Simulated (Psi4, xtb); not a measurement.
Torsional profile of C6H6, SMILES C#C/C=C\C=C. Scanned: dihedral C3–C4–C5–C6; all other coordinates were relaxed at B3LYP-D3(BJ)/def2-SVP. Points at φ and −φ are mirror images. Heavy atoms are numbered in the order of the SMILES C#C/C=C\C=C, hydrogens after them in the order of the atoms that carry them; the mirror image has the same energies with the sign of each dihedral reversed.

- GFN1-xTB // B3LYP-D3(BJ)/def2-SVP (xtb)
- MP2/cc-pVTZ = Psi4 1.11 with DF-MP2 (frozen core)/cc-pVTZ // B3LYP-D3(BJ)/def2-SVP

Energies relative to the lowest point of each profile, in kJ/mol:

```json
[
 {"φ / °": "-150", "GFN1-xTB": "5.5"},
 {"φ / °": "-120", "GFN1-xTB": "18.2"},
 {"φ / °": "-90", "GFN1-xTB": "24.5"},
 {"φ / °": "-60", "GFN1-xTB": "16.8"},
 {"φ / °": "-30", "GFN1-xTB": "9.4"},
 {"φ / °": "0", "GFN1-xTB": "8.1"},
 {"φ / °": "30", "GFN1-xTB": "9.4"},
 {"φ / °": "60", "GFN1-xTB": "16.8"},
 {"φ / °": "90", "GFN1-xTB": "24.5"},
 {"φ / °": "120", "GFN1-xTB": "18.2"},
 {"φ / °": "150", "GFN1-xTB": "5.5"},
 {"φ / °": "180", "GFN1-xTB": "0.0"}
]
```

**Question.** Predict the corresponding MP2/cc-pVTZ column.

**Answer.** -150: 7.3; -120: 23.7; -90: 29.8; -60: 21.2; -30: 15.3; 0: 15.0; 30: 15.3; 60: 21.2; 90: 29.8; 120: 23.7; 150: 7.3; 180: 0.0 (kJ/mol).
